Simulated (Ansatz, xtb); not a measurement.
**Relative energy of two structures of CH3FMg**

Structure a: `[CH3][Mg][F]`, a singlet. Structure b: a singlet given by its coordinates. Both are isolated molecules in the gas phase, relaxed with r2SCAN-D4/def2-TZVP.

a (Å):

```yaml
atoms:
  - { symbol: C, position_ang: [-0.0110, -0.4535, -0.3038] }
  - { symbol: F, position_ang: [2.9114, 1.2663, -2.0881] }
  - { symbol: Mg, position_ang: [1.5681, 0.4759, -1.2683] }
  - { symbol: H, position_ang: [0.3334, -1.2379, 0.3769] }
  - { symbol: H, position_ang: [-0.5966, 0.2533, 0.2919] }
  - { symbol: H, position_ang: [-0.7001, -0.9237, -1.0119] }
```

b (Å):

```yaml
atoms:
  - { symbol: C, position_ang: [-1.9917, -0.1875, 0.3479] }
  - { symbol: F, position_ang: [-2.8467, -0.9749, 1.3888] }
  - { symbol: Mg, position_ang: [-1.2471, -0.0981, 2.2743] }
  - { symbol: H, position_ang: [-2.7185, 0.4993, -0.0895] }
  - { symbol: H, position_ang: [-1.7543, -0.9512, -0.3948] }
  - { symbol: H, position_ang: [-0.5863, 0.0124, 3.8359] }
```

Close contacts (Å): C1–F2 1.56, C1–Mg3 2.07, F2–Mg3 2.03, C1–H4 1.09, C1–H5 1.09, Mg3–H6 1.70.

Q: Estimate which is lower in electronic energy at CCSD(T)/def2-TZVPP, and by roughly how much.

A: The CCSD(T)/def2-TZVPP calculation puts structure a lower, by 287.5 kJ/mol.

How the difference moves with the method:

| level | geometry | E(b) − E(a) (kJ/mol) | departure from the last row (kJ/mol) | job, with rough time for the two |
| --- | --- | --- | --- | --- |
| r2SCAN-D4/def2-TZVP | r2SCAN-D4/def2-TZVP | +285.5 | −2.1 | optimisation, 21 s |
| HF/def2-TZVPP | r2SCAN-D4/def2-TZVP | +278.8 | −8.8 | part of the CCSD(T) run |
| MP2/def2-TZVPP | r2SCAN-D4/def2-TZVP | +307.7 | +20.2 | part of the CCSD(T) run |
| CCSD(T)/def2-TZVPP | r2SCAN-D4/def2-TZVP | +287.5 |  | single point, 27 s |

The levels shown agree on the order. The largest departure from CCSD(T)/def2-TZVPP is that of MP2/def2-TZVPP, 20.2 kJ/mol. Levels run at GFN2-xTB geometries aren't shown.

With harmonic frequencies from r2SCAN-D4/def2-TZVP (ideal gas, rigid rotor, one conformer each, 298.15 K, 1 atm): on the last row, ΔE + ΔZPE = +277.5, ΔH = +276.9, ΔG = +276.0 kJ/mol.

The correlated steps freeze 3 core orbitals; the last core shell of Mg is correlated, in a basis made for valence electrons. Codes used: Ansatz 0.2.0; the last row on 2 threads of Arm Neoverse V2 on a shared host.
